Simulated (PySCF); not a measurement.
Z-matrix (Å, degrees):
```
C
O 1 1.3973
H 2 0.9616 1 108.14
H 1 1.1002 2 107.73 3 -180.00
H 1 1.1081 4 107.20 2 -122.29
H 1 1.1081 4 107.20 5 -115.43
```
Charge 0, multiplicity 1.

**Question.** What is the computed HOMO–LUMO gap, total energy and HOMO (PBE-D3(BJ)/def2-TZVP // PBE0-D3(BJ)/def2-SVP run with PySCF 2.14.0)?

**Answer.** 
| Quantity | Result |
|---|---|
| HOMO–LUMO gap | 6.38 eV |
| total energy | -3146.48 eV |
| HOMO | -6.17 eV |
